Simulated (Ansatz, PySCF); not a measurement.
Reaction: CH3Cl (chloromethane, SMILES CCl) → CH3Cl+ (parent SMILES CCl, doublet) + e-
Each species at its own B3LYP-D3(BJ)/def2-TZVP minimum (Ansatz, a first-principles code).

Total energies in hartree (Ansatz). UHF or UKS for unpaired electrons; spin-orbit terms are left out. Cores are frozen in correlated methods. No relativity.

```tsv
species	HF/cc-pV(T+d)Z	CCSD(T)/cc-pV(T+d)Z	HF/cc-pV(Q+d)Z	CCSD(T)/cc-pV(Q+d)Z	CCSDT(Q)/cc-pV(T+d)Z
1: CH3Cl (chloromethane, SMILES CCl)	-499.14866	-499.56846	-499.15509	-499.60467	-499.56981
2: CH3Cl+ (parent SMILES CCl, doublet)	-498.77053	-499.15616	-498.77712	-499.18781	-499.15799
```

Q: Work out the adiabatic ionisation energy (0 K, zero-point energies from PySCF's Hessians at B3LYP-D3(BJ)/def2-TZVP) in eV: take Hartree-Fock from cc-pV(Q+d)Z, extrapolate the CCSD(T) correlation energy as X^-3 (X = 3, 4), and add CCSDT(Q) - CCSD(T) in cc-pV(T+d)Z. The further terms named in the bracket sum to -0.00481 hartree. 1 hartree = 27.211 eV.

A: 
Species 1: correlation (64·(-0.44958) - 27·(-0.41980))/37 = -0.47131; step -0.00135; E1 = -499.15509 + (-0.47131) + (-0.00135) = -499.62775
Species 2: correlation (64·(-0.41069) - 27·(-0.38563))/37 = -0.42898; step -0.00183; E2 = -498.77712 + (-0.42898) + (-0.00183) = -499.20793
-1·E1 +1·E2 -0.00481 = 0.41501 hartree = 11.29 eV. Measured: 11.26 eV (CCCBDB table in ASE). The composite differs from it by +0.03 eV; core, relativistic and spin-orbit terms are not in it.
